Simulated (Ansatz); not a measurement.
## Ytterbium, fcc: convergence with the k-point mesh

Computed with Ansatz, PBE, scalar-relativistic PAW, on the relaxed cell (a = 5.230 Å; spin not included). Errors count from a run at 420 eV on a Γ-centred 17×17×17 mesh with Fermi-Dirac smearing of 0.1 eV, extrapolated to zero width. Fixed here: cutoff 420 eV, Fermi-Dirac width 0.1 eV. The SCF starts from atomic densities corrected by a trained network.

```json
{"k-mesh": "2×2×2", "E(σ→0) error (meV/atom)": "-244.6", "P (GPa)": "-7.96", "SCF iterations": "7"}
{"k-mesh": "3×3×3", "E(σ→0) error (meV/atom)": "148.2", "P (GPa)": "1.10", "SCF iterations": "8"}
{"k-mesh": "4×4×4", "E(σ→0) error (meV/atom)": "-33.5", "P (GPa)": "-0.15", "SCF iterations": "8"}
{"k-mesh": "5×5×5", "E(σ→0) error (meV/atom)": "-21.2", "P (GPa)": "0.00", "SCF iterations": "7"}
{"k-mesh": "8×8×8", "E(σ→0) error (meV/atom)": "-4.1", "P (GPa)": "0.00", "SCF iterations": "8"}
{"k-mesh": "11×11×11", "E(σ→0) error (meV/atom)": "-0.4", "P (GPa)": "0.00", "SCF iterations": "8"}
{"k-mesh": "15×15×15", "E(σ→0) error (meV/atom)": "-0.1", "P (GPa)": "0.01", "SCF iterations": "8"}
```

**Question.** What does the run at 6×6×6 give (k-mesh)?

**Answer.** E(σ→0) error (meV/atom): 21.4; P (GPa): 0.13; SCF iterations: 7.

Within 5 meV/atom of the last row: from 8×8×8 on.
